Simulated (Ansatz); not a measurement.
# C3H2F+: an energy map over two coordinates

Aim: map the energy of C₃H₂F, SMILES [CH+]=C=CF, charge +1 over two coordinates, and find its wells, ridges and stiffness.

Method: RKS wB97M-V/def2-SVP; program: Ansatz 0.2.0.

## Step 1: The starting structure

6 atoms, charge 1, spin multiplicity 1.

Atoms are counted from 1 here; the program's logs count them from 0.

Bond lengths: C1–C2 1.237 Å, C1–H5 1.094 Å, C2–C3 1.378 Å, C3–F4 1.275 Å, C3–H6 1.113 Å. Angles: C2–C1–H5 179.7°, C1–C2–C3 176.7°, C2–C3–F4 121.0°, C2–C3–H6 123.5°, F4–C3–H6 115.5°.

Geometry (Å):

```xyz
6
charge 1, multiplicity 1
C    -0.3874    1.0819   -1.0305
C    -0.0908    0.2044   -0.2105
C     0.2984   -0.7271    0.7272
F    -0.3229   -1.8332    0.8525
H    -0.6546    1.8542   -1.7576
H     1.1574   -0.5802    1.4189
```

This geometry comes from a loose relaxation at PBE in a small basis, which is not shown.

## Step 2: Relaxing the molecule

Contents of input.yaml:

```yaml
crystal:
  periodic: [false, false, false]
  atoms:
    - { symbol: C, position_ang: [-0.387419, 1.081942, -1.030458] }
    - { symbol: C, position_ang: [-0.090845, 0.204359, -0.210529] }
    - { symbol: C, position_ang: [0.298379, -0.727138, 0.727242] }
    - { symbol: F, position_ang: [-0.322904, -1.833168, 0.852467] }
    - { symbol: H, position_ang: [-0.654645, 1.854206, -1.757634] }
    - { symbol: H, position_ang: [1.157444, -0.580191, 1.418902] }
total_charge: 1
basis:
  gaussian: { orbitals: def2-SVP }
hamiltonian:
  xc: { name: wB97M-V }
output:
  forces: true
relax:
  f_tol: 0.003
  max_steps: 120
```

Command:

```bash
$ ansatz run input.yaml --threads 1 --pin off --max-ram 2560MiB --backend cpu --events-out ev --progress --plain --runs-dir out
```

The log of the run (excerpt; [...] marks lines left out):

```text
Warning: RAYON_NUM_THREADS=1 ignored (pool sized by the plan → 1); use --threads N
[...]
Functional definition: wB97M-V
[...]
  gx(w, u) = 1 - cx + cx01*u + cx10*w
  gss(w, u) = css00 + css04*u^4 + css10*w + css20*w^2 + css43*w^4*u^3
  gos(w, u) = cos00 + cos10*w + (cos20 + cos21*u)*w^2 + (cos60 + cos61*u)*w^6
[...]
      + integral(e_c_pw_mod_opposite_spin*gos(b97_w_opposite, b97_u_opposite)) + vv10(b, c)
746 factors; integrals over basis functions are off by at most 2.6e-4 eV
210 factors; integrals over basis functions are off by at most 4.3e-7 eV
[...]
mean field -5841.91743433 eV, -214.6865059178 hartree, gradient 6.6e-5 eV, S^2 0.000000; 0 other end points of the search recorded, 0 dependent functions left out
[...]
reference -5841.91746081 eV, -214.6865068910 hartree; 14, 14 occupied and 52, 52 virtual orbitals, 746 factors
relax step   1: F+E_penalty+E_count = -5841.91743433 eV  Δ(F+E_penalty+E_count) = +0.000e0 eV  max|allowed force component| = 8.437e-1 eV/Å  Δτ_max = 0.0000 Å  (28 SCF iters, accepted)
[...]
relax step   6: F+E_penalty+E_count = -5841.94086802 eV  Δ(F+E_penalty+E_count) = -2.117e-5 eV  max|allowed force component| = 5.697e-3 eV/Å  Δτ_max = 0.0026 Å  (26 SCF iters, accepted)
[...]
relax step   7: F+E_penalty+E_count = -5841.94087440 eV  Δ(F+E_penalty+E_count) = -6.381e-6 eV  max|allowed force component| = 2.891e-3 eV/Å  Δτ_max = 0.0015 Å  (22 SCF iters, accepted)
746 factors; integrals over basis functions are off by at most 2.8e-4 eV
210 factors; integrals over basis functions are off by at most 4.2e-7 eV
mean field -5841.94087440 eV, -214.6873673244 hartree, gradient 5.3e-5 eV, S^2 0.000000; 1 other end points of the search recorded, 0 dependent functions left out
[...]
reference -5841.94090085 eV, -214.6873682964 hartree; 14, 14 occupied and 52, 52 virtual orbitals, 746 factors
Total energy: -5841.94090085 eV, -214.6873682964 hartree
Atom 0 at    -0.383370     1.072882    -1.021102 Å, force    -0.002203    -0.002891    -0.000278 eV/Å
Atom 1 at    -0.083258     0.211583    -0.208301 Å, force     0.001070     0.001843    -0.000411 eV/Å
Atom 2 at     0.298301    -0.723043     0.724575 Å, force    -0.001423    -0.001020    -0.000116 eV/Å
Atom 3 at    -0.322766    -1.811114     0.838913 Å, force     0.000742     0.000733     0.000072 eV/Å
Atom 4 at    -0.656946     1.833102    -1.746469 Å, force     0.001148     0.001486     0.000205 eV/Å
Atom 5 at     1.148050    -0.583399     1.412374 Å, force     0.000666    -0.000150     0.000528 eV/Å
Dipole moment:     0.218147     0.538900    -0.138261 e Å
```

Run time: 31 s. Hardware: 1 thread of Intel Xeon Platinum 8488C (Sapphire Rapids), shared host; peak memory 0.18 GiB.

Relaxation path:

| step | energy from step 1 (eV) | largest force component (eV/Å) |
| --- | --- | --- |
| 1 | 0.0000 | 0.8437 |
| 2 | -0.0220 | 0.3135 |
| 3 | -0.0233 | 0.0508 |
| 4 | -0.0225 | 0.1155 |
| 5 | -0.0234 | 0.0073 |
| 6 | -0.0234 | 0.0057 |
| 7 | -0.0234 | 0.0029 |

Bond lengths before and after, largest changes first:

```
 bond  before (Å)  after (Å)  change (Å)
C3–F4       1.275      1.258      -0.017
C1–C2       1.237      1.222      -0.015
C3–H6       1.113      1.102      -0.011
C1–H5       1.094      1.086      -0.008
C2–C3       1.378      1.375      -0.003
```

## Step 3: Setting up the map

The axes are (1) angle C1–C2–C3 (carried through 180): 11 values from 140 to 220 °; (2) change of the bonds C2–C1, C2–C3, all alike: 11 values from −0.143 to 0.221 Å.

Nothing else is relaxed (all other coordinates rigid). Energies count from the relaxed molecule at the same level. Points are written as (first, second).

Below, 3 of the grid's runs; all are launched alike.

## Step 4: Grid point (164°, 0.148 Å)

Contents of input.yaml:

```yaml
crystal:
  periodic: [false, false, false]
  atoms:
    - { symbol: C, position_ang: [-0.295728, 1.262775, -1.060314] }
    - { symbol: C, position_ang: [-0.083258, 0.211583, -0.208301] }
    - { symbol: C, position_ang: [0.469646, -0.708532, 0.871433] }
    - { symbol: F, position_ang: [-0.055267, -1.829937, 1.094172] }
    - { symbol: H, position_ang: [-0.47123, 2.091609, -1.739409] }
    - { symbol: H, position_ang: [1.336516, -0.453029, 1.502223] }
total_charge: 1
basis:
  gaussian: { orbitals: def2-SVP }
hamiltonian:
  xc: { name: wB97M-V }
output:
  forces: true
```

Command:

```bash
$ ansatz run input.yaml --threads 1 --pin off --max-ram 2560MiB --backend cpu --events-out ev --progress --plain --runs-dir out
```

The log of the run (excerpt; [...] marks lines left out):

```text
Warning: RAYON_NUM_THREADS=1 ignored (pool sized by the plan → 1); use --threads N
[...]
[... 1 set-up line as earlier in the session ...]
[...]
  gx(w, u) = 1 - cx + cx01*u + cx10*w
  gss(w, u) = css00 + css04*u^4 + css10*w + css20*w^2 + css43*w^4*u^3
  gos(w, u) = cos00 + cos10*w + (cos20 + cos21*u)*w^2 + (cos60 + cos61*u)*w^6
[...]
      + integral(e_c_pw_mod_opposite_spin*gos(b97_w_opposite, b97_u_opposite)) + vv10(b, c)
674 factors; integrals over basis functions are off by at most 1.1e-3 eV
152 factors; integrals over basis functions are off by at most 1.2e-5 eV
[...]
mean field -5840.58908454 eV, -214.6376899633 hartree, gradient 4.2e-5 eV, S^2 0.000000; 0 other end points of the search recorded, 0 dependent functions left out
[...]
reference -5840.58911152 eV, -214.6376909549 hartree; 14, 14 occupied and 52, 52 virtual orbitals, 674 factors
Total energy: -5840.58911152 eV, -214.6376909549 hartree
Atom 0 at    -0.295728     1.262775    -1.060314 Å, force     1.770959    -7.875282     6.546292 eV/Å
Atom 1 at    -0.083258     0.211583    -0.208301 Å, force     0.388434     4.669430    -2.572214 eV/Å
Atom 2 at     0.469646    -0.708532     0.871433 Å, force    -2.110078     2.466058    -3.466362 eV/Å
Atom 3 at    -0.055267    -1.829937     1.094172 Å, force     0.097136     0.538778    -0.248509 eV/Å
Atom 4 at    -0.471230     2.091609    -1.739409 Å, force    -0.158078     0.020648    -0.156914 eV/Å
Atom 5 at     1.336516    -0.453029     1.502223 Å, force     0.011627     0.180369    -0.102294 eV/Å
Dipole moment:     0.254689     0.586919    -0.135110 e Å
```

Wall time 4.3 s (1 thread of Intel Xeon Platinum 8488C (Sapphire Rapids), shared host); peak memory 0.16 GiB.

That is 1.35 eV from the zero.

## Step 5: Grid point (180°, 0.148 Å)

Contents of input.yaml:

```yaml
crystal:
  periodic: [false, false, false]
  atoms:
    - { symbol: C, position_ang: [-0.441681, 1.160285, -1.128937] }
    - { symbol: C, position_ang: [-0.083258, 0.211583, -0.208301] }
    - { symbol: C, position_ang: [0.315161, -0.842985, 0.81507] }
    - { symbol: F, position_ang: [-0.322393, -1.923394, 0.909603] }
    - { symbol: H, position_ang: [-0.732612, 1.906943, -1.861603] }
    - { symbol: H, position_ang: [1.160539, -0.724532, 1.512169] }
total_charge: 1
basis:
  gaussian: { orbitals: def2-SVP }
hamiltonian:
  xc: { name: wB97M-V }
output:
  forces: true
```

Command:

```bash
$ ansatz run input.yaml --threads 1 --pin off --max-ram 2560MiB --backend cpu --events-out ev --progress --plain --runs-dir out
```

The log of the run (excerpt; [...] marks lines left out):

```text
Warning: RAYON_NUM_THREADS=1 ignored (pool sized by the plan → 1); use --threads N
[...]
[... 1 set-up line as earlier in the session ...]
[...]
  gx(w, u) = 1 - cx + cx01*u + cx10*w
  gss(w, u) = css00 + css04*u^4 + css10*w + css20*w^2 + css43*w^4*u^3
  gos(w, u) = cos00 + cos10*w + (cos20 + cos21*u)*w^2 + (cos60 + cos61*u)*w^6
[...]
      + integral(e_c_pw_mod_opposite_spin*gos(b97_w_opposite, b97_u_opposite)) + vv10(b, c)
673 factors; integrals over basis functions are off by at most 1.0e-3 eV
152 factors; integrals over basis functions are off by at most 1.0e-5 eV
[...]
mean field -5840.60433019 eV, -214.6382502306 hartree, gradient 4.0e-5 eV, S^2 0.000000; 0 other end points of the search recorded, 0 dependent functions left out
[...]
reference -5840.60435716 eV, -214.6382512217 hartree; 14, 14 occupied and 52, 52 virtual orbitals, 673 factors
Total energy: -5840.60435716 eV, -214.6382512217 hartree
Atom 0 at    -0.441681     1.160285    -1.128937 Å, force     2.738789    -7.288070     7.058964 eV/Å
Atom 1 at    -0.083258     0.211583    -0.208301 Å, force    -1.392482     3.380737    -3.385892 eV/Å
Atom 2 at     0.315161    -0.842985     0.815070 Å, force    -1.471073     3.084629    -3.271810 eV/Å
Atom 3 at    -0.322393    -1.923394     0.909603 Å, force     0.118342     0.550408    -0.236624 eV/Å
Atom 4 at    -0.732612     1.906943    -1.861603 Å, force    -0.017827     0.107858    -0.083693 eV/Å
Atom 5 at     1.160539    -0.724532     1.512169 Å, force     0.024250     0.164437    -0.080945 eV/Å
Dipole moment:     0.214389     0.506756    -0.121554 e Å
```

Run time: 4.5 s. Hardware: 1 thread of Intel Xeon Platinum 8488C (Sapphire Rapids), shared host; peak memory 0.17 GiB.

That is 1.34 eV from the zero.

## Step 6: Grid point (180°, 0.003 Å)

Contents of input.yaml:

```yaml
crystal:
  periodic: [false, false, false]
  atoms:
    - { symbol: C, position_ang: [-0.403738, 1.059853, -1.031476] }
    - { symbol: C, position_ang: [-0.083258, 0.211583, -0.208301] }
    - { symbol: C, position_ang: [0.277217, -0.742553, 0.717609] }
    - { symbol: F, position_ang: [-0.360336, -1.822962, 0.812142] }
    - { symbol: H, position_ang: [-0.694669, 1.80651, -1.764142] }
    - { symbol: H, position_ang: [1.122595, -0.6241, 1.414708] }
total_charge: 1
basis:
  gaussian: { orbitals: def2-SVP }
hamiltonian:
  xc: { name: wB97M-V }
output:
  forces: true
```

Command:

```bash
$ ansatz run input.yaml --threads 1 --pin off --max-ram 2560MiB --backend cpu --events-out ev --progress --plain --runs-dir out
```

The log of the run (excerpt; [...] marks lines left out):

```text
Warning: RAYON_NUM_THREADS=1 ignored (pool sized by the plan → 1); use --threads N
[...]
[... 1 set-up line as earlier in the session ...]
[...]
  gx(w, u) = 1 - cx + cx01*u + cx10*w
  gss(w, u) = css00 + css04*u^4 + css10*w + css20*w^2 + css43*w^4*u^3
  gos(w, u) = cos00 + cos10*w + (cos20 + cos21*u)*w^2 + (cos60 + cos61*u)*w^6
[...]
      + integral(e_c_pw_mod_opposite_spin*gos(b97_w_opposite, b97_u_opposite)) + vv10(b, c)
671 factors; integrals over basis functions are off by at most 1.2e-3 eV
152 factors; integrals over basis functions are off by at most 9.3e-6 eV
[...]
mean field -5841.93877127 eV, -214.6872900357 hartree, gradient 5.5e-5 eV, S^2 0.000000; 0 other end points of the search recorded, 0 dependent functions left out
[...]
reference -5841.93879774 eV, -214.6872910086 hartree; 14, 14 occupied and 52, 52 virtual orbitals, 671 factors
Total energy: -5841.93879774 eV, -214.6872910086 hartree
Atom 0 at    -0.403738     1.059853    -1.031476 Å, force     0.090228    -0.213518     0.215780 eV/Å
Atom 1 at    -0.083258     0.211583    -0.208301 Å, force    -0.117023     0.047378    -0.136481 eV/Å
Atom 2 at     0.277217    -0.742553     0.717609 Å, force     0.016452     0.135762    -0.069489 eV/Å
Atom 3 at    -0.360336    -1.822962     0.812142 Å, force    -0.004263     0.019408    -0.016175 eV/Å
Atom 4 at    -0.694669     1.806510    -1.764142 Å, force     0.016051     0.015903     0.004770 eV/Å
Atom 5 at     1.122595    -0.624100     1.414708 Å, force    -0.001446    -0.004933     0.001596 eV/Å
Dipole moment:     0.213035     0.527297    -0.135644 e Å
```

It took 3.9 s on 1 thread of Intel Xeon Platinum 8488C (Sapphire Rapids), shared host; peak memory 0.17 GiB.

On the map this point reads 0.0021 eV.

## Step 7: Energy over the grid

121 points were computed. Energies in eV, from the relaxed molecule at the same level:

```
change of the bonds C2–C1, C2–C3, all alike (Å) ↓, angle C1–C2–C3 (carried through 180) (°) →   140   148   156   164   172   180   188   196   204   212   220
                                                                                        0.221  2.70  2.67  2.65  2.64  2.63  2.64  2.64  2.66  2.68  2.70  2.74
                                                                                        0.184  2.05  2.01  1.97  1.95  1.94  1.94  1.95  1.97  2.00  2.04  2.10
                                                                                        0.148  1.49  1.42  1.38  1.35  1.34  1.34  1.35  1.37  1.41  1.47  1.54
                                                                                        0.112  1.01  0.93  0.87  0.84  0.82  0.81  0.83  0.86  0.91  0.98  1.07
                                                                                        0.075  0.63  0.54  0.46  0.42  0.39  0.39  0.41  0.45  0.51  0.59  0.70
                                                                                        0.039  0.40  0.29  0.20  0.15  0.12  0.11  0.13  0.18  0.25  0.35  0.48
                                                                                        0.003  0.34  0.21  0.11  0.04  0.01  0.00  0.03  0.08  0.16  0.28  0.42
                                                                                       −0.034  0.49  0.34  0.22  0.15  0.11  0.10  0.13  0.19  0.28  0.41  0.58
                                                                                       −0.070  0.88  0.72  0.59  0.50  0.45  0.44  0.47  0.54  0.65  0.79  0.98
                                                                                       −0.106  1.58  1.39  1.25  1.15  1.10  1.09  1.12  1.20  1.32  1.48  1.68
                                                                                       −0.143  2.67  2.47  2.31  2.20  2.14  2.13  2.17  2.25  2.38  2.55  2.78
```

The largest force on an atom (eV/Å) at each point:

| change of the bonds C2–C1, C2–C3, all alike (Å) ↓, angle C1–C2–C3 (carried through 180) (°) → | 140 | 148 | 156 | 164 | 172 | 180 | 188 | 196 | 204 | 212 | 220 |
| --- | --- | --- | --- | --- | --- | --- | --- | --- | --- | --- | --- |
| 0.221 | 12.3 | 12.5 | 12.8 | 12.9 | 13.0 | 13.0 | 13.0 | 12.9 | 12.7 | 12.5 | 12.2 |
| 0.184 | 11.1 | 11.4 | 11.6 | 11.8 | 11.9 | 11.9 | 11.9 | 11.8 | 11.6 | 11.4 | 11.1 |
| 0.148 | 9.7 | 10.0 | 10.2 | 10.4 | 10.5 | 10.5 | 10.5 | 10.4 | 10.2 | 9.9 | 9.6 |
| 0.112 | 7.9 | 8.2 | 8.5 | 8.6 | 8.7 | 8.7 | 8.7 | 8.6 | 8.4 | 8.2 | 7.9 |
| 0.075 | 5.6 | 5.9 | 6.2 | 6.3 | 6.4 | 6.5 | 6.4 | 6.3 | 6.1 | 5.9 | 5.6 |
| 0.039 | 3.0 | 3.2 | 3.4 | 3.6 | 3.7 | 3.7 | 3.7 | 3.5 | 3.3 | 3.1 | 3.2 |
| 0.003 | 1.3 | 1.1 | 0.9 | 0.6 | 0.3 | 0.3 | 0.5 | 0.8 | 1.1 | 1.2 | 1.4 |
| −0.034 | 4.8 | 4.5 | 4.3 | 4.1 | 4.0 | 3.9 | 4.0 | 4.1 | 4.3 | 4.6 | 4.9 |
| −0.070 | 9.9 | 9.6 | 9.3 | 9.1 | 9.0 | 9.0 | 9.1 | 9.2 | 9.4 | 9.6 | 10.0 |
| −0.106 | 16.0 | 15.7 | 15.4 | 15.3 | 15.2 | 15.1 | 15.2 | 15.3 | 15.5 | 15.8 | 16.1 |
| −0.143 | 23.5 | 23.3 | 23.0 | 22.9 | 22.8 | 22.7 | 22.8 | 22.9 | 23.1 | 23.3 | 23.7 |

## Step 8: Results

| quantity | value |
| --- | --- |
| lowest point | (180°, 0.003 Å), 0.0021 eV |
| highest computed point | (220°, −0.143 Å), 2.78 eV above the lowest |
| largest force on an atom (eV/Å) | 0.3 at (172°, 0.003 Å) to 23.7 at (220°, −0.143 Å); 0.3 at the lowest point |
| time for the whole task | 9.4 min on 1 thread, shared host |

In words: The lowest computed point is at (180°, 0.003 Å), 0.0021 eV from the relaxed molecule at the same level. The grid is coarse, so the true minimum lies between grid points and may sit elsewhere than the lowest one. It is the only kind of minimum in the scanned range. The highest computed point, (220°, −0.143 Å), lies 2.78 eV above the lowest. Round the minimum the two coordinates are nearly uncoupled.
